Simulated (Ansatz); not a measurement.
A made-up structure of LiH$_{2}$O (charge +1), singlet:

```json
{"atom": "Li1", "x (Å)": "-1.3601", "y (Å)": "1.0948", "z (Å)": "-0.6432"}
{"atom": "O2", "x (Å)": "0.1356", "y (Å)": "-0.1091", "z (Å)": "0.0641"}
{"atom": "H3", "x (Å)": "0.9166", "y (Å)": "0.1613", "z (Å)": "0.7595"}
{"atom": "H4", "x (Å)": "0.3079", "y (Å)": "-1.1471", "z (Å)": "-0.1805"}
```

It is relaxed with PBE-D4/def2-SVP and then PBE0-D4/def2-TZVP (Ansatz 0.2.0). Atoms count as bonded within 1.22 times the sum of their covalent radii (H–H: 0.88 Å). The end point is not checked to be a true minimum.

**Question.** Does its bonding change? (A judgement: the text doesn't fix the answer.)

**Answer.** Computed: No: no bond forms or breaks.

Where it ends: The first stage lowers the energy by 0.52 eV in 6 steps. It ends as LiH₂O ([Li][OH2]), total charge +1:
```
4
angstrom
Li -1.2139 0.9772 -0.5741
O 0.1209 -0.0973 0.0572
H 0.8183 0.1442 0.6781
H 0.2747 -1.0241 -0.1612
```

Labels in which every atom is bracketed show which atoms are joined, not bond orders.

For scale, one of the runs: PBE0-D4/def2-TZVP relaxation, 57 basis functions, launched by `ansatz run in.yaml --threads 2 --pin off --events-out ev --progress --plain --max-ram 4352MiB`. The run took about 2.4 s on 2 CPU threads of an Arm Neoverse V1 (shared host).
